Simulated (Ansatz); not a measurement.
# CHO2: the cost of one run

Program: Ansatz 0.2.0, driven from Python. Level of theory: Hartree-Fock/def2-SVP. These are calculated values, not measurements.

### 1 The system

Bond lengths: O1–C2 1.260 Å, C2–O3 1.260 Å, C2–H4 1.142 Å. Angles: O1–C2–O3 131.0°, O1–C2–H4 114.5°, O3–C2–H4 114.5°.

The script holds or builds the structure itself.

### 2 The script

File run_relaxed_scan.py:

```python
"""One bond of CHO2(-) held at set lengths while the rest relaxes."""

import ansatz as az
import numpy as np

geometry = (
    az.Crystal.molecule()
    .atom("O", (-1.0326, -0.7394, 0.0033))
    .atom("C", (0.0043, -0.0241, -0.0001))
    .atom("O", (1.2245, -0.3371, -0.0065))
    .atom("H", (-0.1962, 1.1006, 0.0033))
)

job = (
    geometry.calculation()
    .basis(gaussian="def2-SVP")
    .functional("hf")
    .charge(-1)
)
symbols = [site.symbol for site in geometry.cartesian_sites]
pairs = [(0, 1), (1, 2), (1, 3)]
print("held (A)   E (eV)        ", "  ".join(f"{symbols[i]}{i}-{symbols[j]}{j}" for i, j in pairs))
for length in [1.16, 1.26, 1.36, 1.51, 1.7]:
    summary = job.relax(constraints=[az.DistanceConstraint((0, 1), at=length)], force_tolerance=0.02, max_steps=60).run().report
    xyz = np.array(summary["positions_ang"])
    print(f"{length:6.2f} {summary['free_energy_ev']:14.5f}  ", "  ".join(f"{np.linalg.norm(xyz[i] - xyz[j]):.3f}" for i, j in pairs))
```

### 3 The calls as engine input

The package turns the script's settings into the engine's input (first run):

```yaml
crystal:
  periodic: [false, false, false]
  atoms:
    - { symbol: O, position_ang: [-1.0326, -0.7394, 0.0033] }
    - { symbol: C, position_ang: [0.0043, -0.0241, -0.0001] }
    - { symbol: O, position_ang: [1.2245, -0.3371, -0.0065] }
    - { symbol: H, position_ang: [-0.1962, 1.1006, 0.0033] }
basis:
  gaussian:
    orbitals: def2-SVP
hamiltonian:
  xc: hf
total_charge: -1.0
relax:
  f_tol: 0.02
  max_steps: 60
  constraints:
    - { distance: [0, 1], at: 1.16 }
```

### 4 The run

Command:

```console
$ python run_relaxed_scan.py
```

Q: Estimate wall time and peak memory on 1 thread of INTEL XEON PLATINUM 8581C at 2.10GHz (Emerald Rapids), shared host.

About 9.2 s, with a peak of 0.18 GiB.
